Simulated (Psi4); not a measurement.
Reaction (SMILES): N#P (N-P) + 3 [H][H] (H2) → N (NH3) + P (PH3)
B3LYP-D3(BJ)/def2-TZVP geometries, fixed; electronic energies without zero-point terms.

Basis-set convergence of the energy of full hydrogenation at PBE with Psi4. Cartesian d functions, on some or all atoms, in 6-31G**; all else is spherical. Density fitting with the program's default auxiliary sets. Psi4's default fitting sets serve the pcseg sets less well. No added dispersion term, no relativity. Functions are those of the species that has most. Reference: the value in aug-cc-pV(Q+d)Z, -71.26 kcal/mol, itself unsure by roughly 0.27 kcal/mol (its mean distance from cc-pV(5+d)Z, def2-QZVPPD, def2-QZVPP). Deviations are taken from unrounded values.

```
basis            functions  energy of full hydrogenation (kcal/mol)  minus reference (kcal/mol)
---------------  ---------  ---------------------------------------  --------------------------
def2-SV(P)              32                                   -62.72                        8.54
6-31G**                 34                                   -67.72                        3.54
def2-SVPD               48                                   -81.64                      -10.38
aug-cc-pV(D+d)Z         59                                   -77.02                       -5.76
pcseg-2                 76                                   -71.70                       -0.44
cc-pV(T+d)Z             81                                   -69.68                        1.58
aug-cc-pV(T+d)Z        124                                   -71.69                       -0.43
def2-QZVPP             160                                   -70.91                        0.36
aug-cc-pV(Q+d)Z        227                                   -71.26                        0.00
```

The smallest set listed that lies within 1 kcal/mol of the reference with all its larger relatives (same family, alike in diffuse functions; a set with none counts only in the reference's own line) is pcseg-2 (76 functions, -0.44 kcal/mol off). Inside, with no larger relative to test it: def2-QZVPP. (Relatives not listed, tested too: pcseg-3 -0.01, pcseg-4 0.18 kcal/mol.)
